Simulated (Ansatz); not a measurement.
# O–TaH–O, singlet: reading a ladder of total energies

Geometry: a PBE0/def2-TZVP stationary point for this spin, not checked as a minimum.

```xyz
4

Ta    0.0240   -0.1509    0.0000
O    -0.0856    0.8818   -1.3737
O    -0.0856    0.8818    1.3737
H    -1.5850   -0.9101    0.0000
```

Basis def2-SVP with its core potentials; Ansatz 0.2.0. Correlated methods freeze the noble-gas cores, which leaves 18 electrons in 59 orbitals. Prefix R: restricted or restricted open-shell reference. No spin–orbit coupling is included; scalar relativity enters through the core potentials alone. The metal's outer-core shells are frozen, which leaves out core–valence correlation.

Full CI isn't at hand for all of this; RCCSDT(Q) serves as the reference, and is uncertain by about the last step of the cluster series.

Runs differ by some tens of microhartree through their thresholds, so steps under 0.03 kcal/mol mean nothing.

| level | total energy (hartree) |
| --- | --- |
| RHF | -206.567041 |
| RMP2 | -207.144488 |
| RCCSD | -207.109828 |
| RCCSD(T) | -207.140069 |
| RCCSDT | -207.140349 |
| RCCSDT(Q) | -207.142841 |

Q: What is the correlation energy at RCCSDT(Q), and what share of it do RMP2 and RCCSDT recover?

A: E(corr) = -207.142841 − (-206.567041) = -0.575800 hartree = -15.668 eV. RMP2: -0.577447 / -0.575800 = 100.29 %. RCCSDT: -0.573308 / -0.575800 = 99.57 %.

Q: By how many kcal/mol does RCCSD(T) miss RCCSDT(Q) (1 hartree = 627.509 kcal/mol), and which steps make up the rest?

A: -207.140069 − (-207.142841) = 0.002772 hartree = 1.74 kcal/mol. Steps: RCCSDT − RCCSD(T) = -0.18, RCCSDT(Q) − RCCSDT = -1.56 kcal/mol. Differences between like states or geometries often cancel part of this.
